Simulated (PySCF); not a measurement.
Gas-phase reaction: 3 B2O + 2 O3 ⇌ 3 B2O3

Energies from PySCF, thermal terms from the rigid-rotor harmonic-oscillator model, ideal gas at 1 bar. 'Table' is the NASA 1993 thermochemical table (part measured, part estimated). After a fit of one offset per element over all species, the range-separated, M06-2X, PBE0/def2-QZVP and CCSD(T)/def2-TZVPP enthalpies, where run, lie to one side of the table for B2O (+77 kJ/mol), O3 (+19 kJ/mol): a fault of the table's entry, another state or a shared error of the levels is possible; this was not checked at source. † marks an energy on the PBE0/def2-TZVP geometry and frequencies; other levels use their own. MP2 freezes the core. 6-31G* has spherical d functions here. All species are closed-shell singlets. For this reaction the table lies outside the span of B3LYP, CCSD(T), M06-2X, MP2, PBE0, r2SCAN, ωB97M-V, ωB97X-V in their largest bases here; which side is off was not settled. MP2 isn't extrapolated to the basis-set limit. Strong static correlation: B2O, O3. The table's entry may be an old estimate for B2O, B2O3 (not checked at source).

| level | ΔH°(298 K), kJ |
|---|---|
| table | -3080.2 |
| HF/6-31G* | ___ |
| M06-2X/def2-TZVP† | ___ |
| MP2/def2-SVP† | ___ |
| PBE0/def2-TZVP | -3389.3 |
| LDA/def2-TZVP† | -3438.3 |

Task: Some entries are withheld; supply them.

Result: 
- HF/6-31G*, ΔH°(298 K), kJ: -3584.9
- M06-2X/def2-TZVP†, ΔH°(298 K), kJ: -3480.8
- MP2/def2-SVP†, ΔH°(298 K), kJ: -3578.3
